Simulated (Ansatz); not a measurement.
The cation of C₆H₇N, SMILES `Cc1ccccn1` at the neutral geometry.

```yaml
crystal:
  periodic: [false, false, false]
  atoms:
    - {symbol: C, position_ang: [1.543757, 0.579866, 1.478562]}
    - {symbol: C, position_ang: [0.509394, 0.249773, 0.450199]}
    - {symbol: C, position_ang: [-0.159272, -0.971265, 0.453570]}
    - {symbol: C, position_ang: [-1.108339, -1.225746, -0.521456]}
    - {symbol: C, position_ang: [-1.363065, -0.253800, -1.473318]}
    - {symbol: C, position_ang: [-0.647722, 0.931827, -1.397148]}
    - {symbol: N, position_ang: [0.263105, 1.185879, -0.467479]}
    - {symbol: H, position_ang: [1.684587, -0.236221, 2.187924]}
    - {symbol: H, position_ang: [2.499028, 0.795608, 0.994603]}
    - {symbol: H, position_ang: [1.253973, 1.478662, 2.027705]}
    - {symbol: H, position_ang: [0.065611, -1.709503, 1.214524]}
    - {symbol: H, position_ang: [-1.640659, -2.170333, -0.536962]}
    - {symbol: H, position_ang: [-2.095638, -0.404942, -2.256585]}
    - {symbol: H, position_ang: [-0.817861, 1.720894, -2.125341]}
basis:
  gaussian: {orbitals: def2-TZVPP}
total_charge: 1
magnetization: {spin_polarized: true, initial_magnetization: 1}
hamiltonian: {xc: {name: wB97X-V}}
```

```sh
$ ansatz run in.yaml --threads 2 --pin off --events-out ev --progress --plain --max-ram 22528MiB --backend cuda --devices 0, --max-vram 18GiB
```

Output, abridged:

```
Functional definition: wB97X-V
1648 factors; their error is unknown
411 factors; integrals over basis functions are off by at most 7.9e-6 eV
mean field evaluation 1: about -7809.8459 eV, gradient 4.1e1 eV
mean field evaluation 2: about -7813.5734 eV, gradient 3.0e1 eV
mean field evaluation 4: about -7817.3586 eV, gradient 2.0e0 eV
mean field evaluation 8: about -7817.3986 eV, gradient 1.5e-1 eV
mean field evaluation 16: about -7817.3751 eV, gradient 4.0e-3 eV
mean field evaluation 32: about -7817.3751 eV, gradient 1.6e-5 eV
mean field -7817.37505381 eV, -287.2832344203 hartree, gradient 1.6e-5 eV, S^2 0.773317; 4 other end points of the search recorded, 0 dependent functions left out
reference -7817.37505175 eV, -287.2832343449 hartree; 25, 24 occupied and 290, 291 virtual orbitals, 1648 factors
Total energy: -7817.37505175 eV, -287.2832343449 hartree
```

It took 13 s on 2 threads of an AMD EPYC 7R13 on a shared host and a share of an NVIDIA H100 80 GB, with 1.1 GiB of host memory at the peak.
